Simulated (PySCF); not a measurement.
Deprotonation sites of 2,2-difluoroethanol

Molecule: `OCC(F)F` (C2H4F2O). Coordinates in Å; atoms count from 1 in this order:
```
O    -0.8694    1.3417    0.1801
C    -0.6952   -0.0323    0.0161
C     0.7409   -0.3767   -0.3146
F     1.5431    0.0279    0.7118
F     0.8784   -1.7160   -0.4414
H    -0.3509    1.6336    0.9380
H    -0.9871   -0.6159    0.9103
H    -1.3342   -0.3551   -0.8195
H     1.1081    0.1089   -1.2343
```

Energies: ωB97X-D3(BJ)/ma-def2-TZVP (PySCF, density fitting, integration grid level 2) on PBE0-D3(BJ)/ma-def2-SVP structures. ωB97X-D3(BJ) is ωB97X-V with D3(BJ) in place of VV10. Zero-point and thermal terms (298.15 K, 1 bar) come from unscaled PBE0-D3(BJ)/ma-def2-SVP harmonic frequencies, with soft modes damped to free rotors in the entropy.

```tsv
site	product	ΔH(acid) / kJ/mol	ΔG(acid) / kJ/mol	gas share
O1 (hydroxyl oxygen)	[O-]CC(F)F	1537	1506	> 99.9 %
C3 (methine carbon)	OC[C-](F)F	1629	1597	< 0.1 %
```

ΔH and ΔG refer to AH → A⁻ + H⁺ in the gas phase. Shares are Boltzmann weights among the listed products; an error of 10 kJ/mol changes a ratio about 56-fold. Sites whose products fell apart, merged with another or lost in a GFN2-xTB screen aren't listed.

Of the listed sites O1 (hydroxyl oxygen) is favoured in the gas phase, 91 kJ/mol ahead of C3 in free energy.

Measured values (NIST Chemistry WebBook, evaluated or the median of agreeing entries): deprotonation enthalpy (ΔH) 1533 kJ/mol (computed 1537, difference 4); gas-phase acidity (ΔG) 1503 kJ/mol (computed 1506, difference 3). These are compared with the most favourable site that keeps the skeleton.

Note: C2 is not listed: the run failed or kept an imaginary mode, or the ion rearranged or equalled another.
